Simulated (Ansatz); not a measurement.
## Molecular dynamics of C$_{2}$HFS

The input (input.yaml):

```yaml
crystal:
  periodic: [false, false, false]
  atoms:
    - { symbol: F, position_ang: [0.145837, -0.060298, 1.690982] }
    - { symbol: C, position_ang: [0.373818, 0.197602, 0.392167] }
    - { symbol: C, position_ang: [-0.412228, -0.253111, -0.571436] }
    - { symbol: S, position_ang: [-1.315014, -0.766229, -1.739837] }
    - { symbol: H, position_ang: [1.257586, 0.808336, 0.186624] }
magnetization:
  spin_polarized: true
basis:
  gaussian: { orbitals: def2-SVP }
hamiltonian:
  xc: b3lyp
  dispersion: d4
md:
  timestep: 0.25
  n_steps: 150
  ensemble: nve
  temperature: 100.0
  initial_velocities: maxwell_boltzmann
  seed: 638729
```

Command:

```bash
$ ansatz run input.yaml --threads 1 --pin off --max-ram 2048MiB --backend cpu --events-out ev --progress --plain --runs-dir out
```

It starts from a relaxed structure.

Output, in part (one step line in 6, the closing report, with atoms numbered from 0):

```
md step     0: t =     0.00 fs  T =   100.0 K  F+E_penalty+E_count = -15633.81534895 eV  E_kin = 0.038778 eV  conserved = -15633.77657096 eV  (41 SCF iters)
md step     6: t =     1.50 fs  T =    85.7 K  F+E_penalty+E_count = -15633.80977567 eV  E_kin = 0.033215 eV  conserved = -15633.77656054 eV  (29 SCF iters)
md step    12: t =     3.00 fs  T =    56.2 K  F+E_penalty+E_count = -15633.79831735 eV  E_kin = 0.021775 eV  conserved = -15633.77654268 eV  (29 SCF iters)
md step    18: t =     4.50 fs  T =    35.3 K  F+E_penalty+E_count = -15633.79024090 eV  E_kin = 0.013704 eV  conserved = -15633.77653730 eV  (26 SCF iters)
md step    24: t =     6.00 fs  T =    31.9 K  F+E_penalty+E_count = -15633.78892290 eV  E_kin = 0.012381 eV  conserved = -15633.77654217 eV  (27 SCF iters)
md step    30: t =     7.50 fs  T =    40.2 K  F+E_penalty+E_count = -15633.79212338 eV  E_kin = 0.015574 eV  conserved = -15633.77654911 eV  (29 SCF iters)
md step    36: t =     9.00 fs  T =    49.8 K  F+E_penalty+E_count = -15633.79585528 eV  E_kin = 0.019298 eV  conserved = -15633.77655718 eV  (29 SCF iters)
md step    42: t =    10.50 fs  T =    49.9 K  F+E_penalty+E_count = -15633.79591049 eV  E_kin = 0.019353 eV  conserved = -15633.77655722 eV  (30 SCF iters)
md step    48: t =    12.00 fs  T =    40.8 K  F+E_penalty+E_count = -15633.79237348 eV  E_kin = 0.015827 eV  conserved = -15633.77654629 eV  (29 SCF iters)
md step    54: t =    13.50 fs  T =    36.4 K  F+E_penalty+E_count = -15633.79063760 eV  E_kin = 0.014097 eV  conserved = -15633.77654058 eV  (42 SCF iters)
md step    60: t =    15.00 fs  T =    43.4 K  F+E_penalty+E_count = -15633.79339761 eV  E_kin = 0.016849 eV  conserved = -15633.77654897 eV  (30 SCF iters)
md step    66: t =    16.50 fs  T =    51.8 K  F+E_penalty+E_count = -15633.79664801 eV  E_kin = 0.020091 eV  conserved = -15633.77655690 eV  (29 SCF iters)
md step    72: t =    18.00 fs  T =    50.9 K  F+E_penalty+E_count = -15633.79630814 eV  E_kin = 0.019754 eV  conserved = -15633.77655453 eV  (30 SCF iters)
md step    78: t =    19.50 fs  T =    43.2 K  F+E_penalty+E_count = -15633.79330717 eV  E_kin = 0.016758 eV  conserved = -15633.77654896 eV  (30 SCF iters)
md step    84: t =    21.00 fs  T =    36.7 K  F+E_penalty+E_count = -15633.79077982 eV  E_kin = 0.014237 eV  conserved = -15633.77654308 eV  (28 SCF iters)
md step    90: t =    22.50 fs  T =    40.1 K  F+E_penalty+E_count = -15633.79207485 eV  E_kin = 0.015535 eV  conserved = -15633.77653953 eV  (28 SCF iters)
md step    96: t =    24.00 fs  T =    57.4 K  F+E_penalty+E_count = -15633.79880509 eV  E_kin = 0.022257 eV  conserved = -15633.77654767 eV  (30 SCF iters)
md step   102: t =    25.50 fs  T =    77.4 K  F+E_penalty+E_count = -15633.80656763 eV  E_kin = 0.030005 eV  conserved = -15633.77656253 eV  (30 SCF iters)
md step   108: t =    27.00 fs  T =    80.3 K  F+E_penalty+E_count = -15633.80772141 eV  E_kin = 0.031156 eV  conserved = -15633.77656567 eV  (30 SCF iters)
md step   114: t =    28.50 fs  T =    61.8 K  F+E_penalty+E_count = -15633.80052195 eV  E_kin = 0.023968 eV  conserved = -15633.77655349 eV  (29 SCF iters)
md step   120: t =    30.00 fs  T =    37.3 K  F+E_penalty+E_count = -15633.79102047 eV  E_kin = 0.014480 eV  conserved = -15633.77654080 eV  (30 SCF iters)
md step   126: t =    31.50 fs  T =    24.8 K  F+E_penalty+E_count = -15633.78615922 eV  E_kin = 0.009624 eV  conserved = -15633.77653561 eV  (27 SCF iters)
md step   132: t =    33.00 fs  T =    32.0 K  F+E_penalty+E_count = -15633.78895033 eV  E_kin = 0.012411 eV  conserved = -15633.77653934 eV  (26 SCF iters)
md step   138: t =    34.50 fs  T =    53.4 K  F+E_penalty+E_count = -15633.79726017 eV  E_kin = 0.020708 eV  conserved = -15633.77655249 eV  (29 SCF iters)
md step   144: t =    36.00 fs  T =    71.4 K  F+E_penalty+E_count = -15633.80426274 eV  E_kin = 0.027698 eV  conserved = -15633.77656451 eV  (29 SCF iters)
md step   150: t =    37.50 fs  T =    70.4 K  F+E_penalty+E_count = -15633.80385234 eV  E_kin = 0.027290 eV  conserved = -15633.77656205 eV  (41 SCF iters)
Total energy: -15633.80400911 eV, -574.5317003619 hartree
Atom 0 at     0.132278    -0.069278     1.671635 Å, force     0.076525     0.075427     0.370339 eV/Å
Atom 1 at     0.377828     0.211999     0.386010 Å, force     0.243198    -0.048253     0.291668 eV/Å
Atom 2 at    -0.400061    -0.254936    -0.561809 Å, force    -0.489351    -0.170763    -0.864668 eV/Å
Atom 3 at    -1.313752    -0.765064    -1.729560 Å, force     0.117981     0.047150     0.178275 eV/Å
Atom 4 at     1.280245     0.790714     0.183044 Å, force     0.051647     0.096439     0.024385 eV/Å
Dipole moment:     0.144347     0.105021    -0.170777 e Å
```

The run went to its last step. The conserved energy stayed within 0.007 meV per atom of its start (net change 0.0018 meV per atom), so the integration is sound. A run of 0.037 ps of so small a system gives no equilibrium averages.

The same pairs are bonded in the first frame and the last. Pairs count as bonded within 1.25 times the sum of covalent radii (0.12 Å more for H–H).

Last frame:

```xyz
5
Properties=species:S:1:pos:R:3
F 0.132 -0.069 1.672
C 0.378 0.212 0.386
C -0.400 -0.255 -0.562
S -1.314 -0.765 -1.730
H 1.280 0.791 0.183
```

Time of the run: 6.6 min on 1 thread of Arm Neoverse V1, on a shared host, peak memory 0.15 GiB.
